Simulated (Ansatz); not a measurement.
P₂H₃, doublet: from triple and quadruple zeta to the limit

```yaml
atoms:
  - { symbol: P, position_ang: [0.2159, -1.1140, 0.0633] }
  - { symbol: P, position_ang: [-0.3389, 1.0041, 0.1404] }
  - { symbol: H, position_ang: [-0.4208, -1.2807, -1.2101] }
  - { symbol: H, position_ang: [0.3757, 1.4738, -1.0051] }
  - { symbol: H, position_ang: [0.6537, 1.4020, 1.0839] }
```

Connectivity, by distances: PH–PH2.

Ansatz 0.2.0, UHF determinant, valence electrons correlated. Energies in eV.

| set | X | functions | Hartree–Fock | MP2 correlation | CCSD(T) correlation | time |
| --- | --- | --- | --- | --- | --- | --- |
| def2-TZVPP | 3 | 126 | -18591.3675 | -7.8274 | -9.4076 | 4.7 s on 1 × NVIDIA H100 80GB HBM3 with 1 thread of AMD EPYC 7R13 Processor (Zen 3), on a shared host |
| def2-QZVPP | 4 | 230 | -18591.9076 | -8.4544 | -9.9747 | 8 s on 1 × NVIDIA H100 80GB HBM3 with 1 thread of AMD EPYC 7R13 Processor (Zen 3) (shared host) |

Hartree–Fock is taken to follow E(X) = E∞ + A·exp(−7.88·√X), correlation E(X) = E∞ + B·X^−2.97.

**Question.** Work out the CCSD(T) energy at the limit, and how far the shortcut misses it that extrapolates MP2 and adds CCSD(T) minus MP2 from the smaller set.

**Answer.** Hartree–Fock: E∞ = E4 + 0.1377·(E4 − E3) = -18591.9820. Correlation: E∞ = E4 + 0.7407·(E4 − E3) = -10.3947 for CCSD(T) and -8.9188 for MP2. The limit is -18602.3767 eV, 0.494 eV below def2-QZVPP. The shortcut gives a correlation energy of -8.9188 + (-1.5802) = -10.4990, 104 meV lower than the direct value.

Past Ne part of the Hartree–Fock step between the two sets comes from the cores, which don't follow the formula, so the 74 meV that it adds to the total can overshoot; that part largely cancels in differences.
